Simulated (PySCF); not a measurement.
Gas-phase reaction: 3 AlH + 6 CH₂Cl + AlH₃ ⇌ 2 Al(CH₃)₃ + 2 AlCl₃

Method: PySCF energies plus ideal-gas RRHO corrections (1 bar). † marks an energy on the PBE0/def2-TZVP geometry and frequencies. Open shells (unrestricted): CH₂Cl (multiplicity 2); the rest are closed-shell singlets. B3LYP is the form with VWN-RPA correlation. Methyl groups turn as free rotors in Al(CH₃)₃. CH₂Cl, AlH₃: computed as isolated molecules; such fragments, hydroxides, amides, oligomers or adducts are transient or little studied in the gas. The harmonic model lacks anharmonicity and excited electronic states, which grow with temperature; levels with a mode under 35 cm⁻¹ are left out.

ΔH° and ΔS° at 298 K: B3LYP/def2-TZVP† -2696 kJ, -926 J/K; HF/def2-TZVP† -2453 kJ, -926 J/K; M06-2X/def2-TZVP† -2890 kJ, -926 J/K.

Question: With the heat capacities included, give log10 K (1 bar) at 600, 800, 1600, 2000, 2500 K from B3LYP/def2-TZVP†, HF/def2-TZVP†, M06-2X/def2-TZVP†.

Answer: 
| T (K) | B3LYP/def2-TZVP† | HF/def2-TZVP† | M06-2X/def2-TZVP† |
|---|---|---|---|
| 600 | 186.1 | 164.9 | 203.0 |
| 800 | 127.4 | 111.5 | 140.1 |
| 1600 | 39.6 | 31.6 | 45.9 |
| 2000 | 22.2 | 15.8 | 27.2 |
| 2500 | 8.4 | 3.3 | 12.4 |
